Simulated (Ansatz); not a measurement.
NH⁻, doublet in aug-cc-pVDZ: errors against UCCSDT(Q)

Geometry: that of the NH, singlet, kept fixed.

```xyz
2

N     0.0000    0.0000    0.0000
H     0.0000    0.0000    1.0385
```

Basis aug-cc-pVDZ; Ansatz 0.2.0. Correlated methods freeze the noble-gas cores, which leaves 7 electrons in 31 orbitals. R marks a restricted (for open shells ROHF) determinant, U an unrestricted one. Active spaces: valence = (7e, 5o) chosen from the atoms' valence shells. This anion state lies near or above the neutral species, so the extra electron is weakly bound or unbound and the energies hang on the diffuse functions.

Full CI isn't at hand for all of this; UCCSDT(Q) serves as the reference, and is uncertain by about the last step of the cluster series. The frozen core follows each run's orbitals, which can shift R against U totals by a few meV.

HF rows are the lowest solutions found. Coupled cluster chose its determinant by trial CCSD, here up to 0.44 eV above the lowest Hartree–Fock solution of its kind, and MP2 stands on that determinant too. For open shells CISD is restricted-active-space CI with the open shells as a complete middle space.

* UHF ⟨S²⟩: 1.766
* ⟨S²⟩ of the determinant under UCCSD: 0.795
* T1 diagnostic (RCCSD): 0.0281
* largest doubles amplitude (RCCSD): 0.072
* T1 diagnostic (UCCSD): 0.0281

| level | E − E(UCCSDT(Q)) (kJ/mol) | share of correlation (%) | wall time |
| --- | --- | --- | --- |
| RHF | 515.1 | 0.00 | – |
| UHF† | 459.8 | – | 0.62 s |
| RMP2 | 58.4 | 88.66 | – |
| UMP2 | 61.0 | 88.16 | – |
| CISD | 43.5 | 91.56 | 0.66 s |
| RCCSD | 20.7 | 95.98 | – |
| UCCSD | 20.4 | 96.05 | – |
| RCCSD(T) | 3.5 | 99.32 | 0.93 s |
| UCCSD(T) | 3.7 | 99.29 | 2.2 s |
| BCCD(T) | 3.7 | 99.28 | 1.1 s |
| RCCSDT | 1.6 | 99.69 | – |
| UCCSDT | 1.5 | 99.70 | – |
| RCCSDT(Q) | 0.3 | 99.94 | 4.9 s |
| CASSCF (valence space) | 457.8 | 11.11 | – |
| NEVPT2 (valence space) | 96.7 | 81.22 | 0.24 s |
| MRCISD (valence space) | 36.0 | 93.00 | – |
| MRCISD+Q (valence space) | 4.8 | 99.07 | 0.48 s |

A dagger marks rows that describe another state than the reference (another or a broken symmetry, a higher spin or other natural occupations), so the difference isn't the method's error.

The correlation energy at UCCSDT(Q), counted from RHF, is -5.339 eV. That run took 6.5 s on 1 thread of Arm Neoverse V2, shared host.

Times hold each run's SCF and search for its determinant on a shared host, so for small cases they say little of a method's own cost; they ran on 1 thread of Arm Neoverse V2.

Natural occupations of CASSCF (valence space) about the gap: 2.000 1.998 1.975 1.000 0.027; effectively unpaired electrons, Σ n²(2−n)², 1.01.
